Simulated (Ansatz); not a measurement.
We consider tetradymite Bi2Se3, described by LDA (Ansatz, a quantum-chemistry and plane-wave program, plane waves, PAW).

Total energies, extrapolated to zero smearing (they compare only within this program, potentials and cutoff):

| system | energy (eV/atom) |
|---|---|
| tetradymite Bi2Se3, relaxed | -8064.6664 |
| rhombohedral A7 Bi | -12085.8620 |
| trigonal Se | -5383.2601 |

Problem. Work out the enthalpy of formation per atom.

Solution. ΔH_f ≈ ΔE = -8064.6664 − [2 × (-12085.8620) + 3 × (-5383.2601)]/5 = -0.366 eV/atom (0 K, no vibrations). The reference value is -0.291 ± 0.007 eV/atom (measured, 298 K, copied from a table, unchecked, no zero-point or thermal correction; as tabulated in Wang et al. (2021), doi:10.1038/s41598-021-94550-5), a difference of -0.075 eV/atom.

Spin–orbit coupling is left out; its size isn't shown.

The PAW data were made under PBE.

Note: LDA has no dispersion term either, though it tends to give short spacings of layers, chains or molecules.
